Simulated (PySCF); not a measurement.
How strong are the bonds of 1-chloro-2-fluoroethene?

System: 1-chloro-2-fluoroethene, `F/C=C/Cl` (C2H2ClF). Optimised structure (Å), atoms numbered from 1:
```
F    -1.6871    0.6531    0.1700
C    -0.6674   -0.1848    0.0430
C     0.5833    0.2607   -0.0468
Cl    1.9165   -0.8114   -0.2098
H    -0.9541   -1.2401    0.0234
H     0.8235    1.3256   -0.0234
```

These are calculated values, M06-2X/def2-TZVP in PySCF (grid level 3) at geometries from PBE0-D3(BJ)/def2-SVP. Zero-point and thermal terms (298.15 K, 1 bar) come from unscaled PBE0-D3(BJ)/def2-SVP harmonic frequencies, with soft modes damped to free rotors in the entropy.

```
  bond  r / Å         radicals  BDE(298 K) / kJ/mol  BDFE / kJ/mol  D₀ / kJ/mol  Dₑ / kJ/mol
C3–Cl4  1.718    [CH]=CF + Cl•                  400            358          396          409
  C3–H  1.092  F/C=[C]/Cl + H•                  462            426          455          489
  C2–H  1.094  F/[C]=C/Cl + H•                  472            436          466          499
 F1–C2  1.326    F• + [CH]=CCl                  509            466          505          522
```

Homolysis to relaxed radicals in the gas phase; the table need not hold every single bond outside rings.

Weakest of these: C3–Cl4 (400 kJ/mol); strongest: F1–C2 (509 kJ/mol).

Note: spin-orbit coupling is left out of the energies, which matters for open shells on the heavier atoms.

Hardware: 1 thread of Intel Xeon @ 2.70GHz, shared with other jobs. Command: `OMP_NUM_THREADS=1 python redox_run.py task.json out`. Structures, frequencies and single points: 8.9 min.
